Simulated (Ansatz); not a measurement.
Input for Ansatz (development build ahead of 0.2.0):

```yaml
crystal:
  periodic: [false, false, false]
  atoms:
    - { symbol: Mg, position_ang: [-0.00584, -0.00234, -0.70684] }
    - { symbol: O, position_ang: [0.00826, 0.00209, 1.04336] }
basis:
  gaussian: { orbitals: cc-pVTZ }
hamiltonian:
  xc: hf
```

The input is written out in the form of the current development build from the run's settings.

Results

```json
{
 "Converged": "yes",
 "Total energy": "-274.37509 hartree",
 "Spin squared of the determinant": "0.000"
}
```

Caution: in another basis set an unrestricted determinant lies well below.
